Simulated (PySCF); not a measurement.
**Reproducing measurements on formaldehyde**

**The experiment to reproduce.**

NIST CCCBDB Release 22 (SRD 101), experimental dipoles lists, for the gas: dipole moment (microwave Stark effect, vibrational ground state) 2.332 D.

The runs below try to reproduce these values; the comparison stands at the end.

Compound: formaldehyde, CH2O.
Numbering: `[CH2:1]=[O:2]` (hydrogens: H3, H4 on C1)

Structure used (CAM-B3LYP/6-31+G*), in Å, numbered top down from 1:
```xyz
4
CH2O angstrom
C      0.020   -0.005   -0.022
O      1.206   -0.220   -0.030
H     -0.720   -0.827   -0.012
H     -0.385    1.024   -0.022
```

Runs made with PySCF (gas phase, on this CAM-B3LYP/6-31+G* geometry; no spin–orbit coupling):

```tsv
level	job	basis functions	wall time
CAM-B3LYP/6-31+G*, grid level 1	geometry optimisation from a GFN2-xTB start	40	2.3 s
```

Hardware: Arm Neoverse V1, one thread, no GPU (shared host).

All basis functions are spherical.

**Comparison with experiment**

**Dipole moment.** Measured: 2.332 D (NIST CCCBDB Release 22 (SRD 101), experimental dipoles).

| level | computed (D) | computed − measured (D) | % (from the printed values) |
| --- | --- | --- | --- |
| CAM-B3LYP/6-31+G* | 2.593 | +0.261 | +11 |

The computed dipoles belong to one fixed geometry; measured ones are averaged over vibrations unless marked μe. Magnitudes are compared, not signs.

The geometry is computed, not the measured one. Where a level misses, the cause wasn't examined.
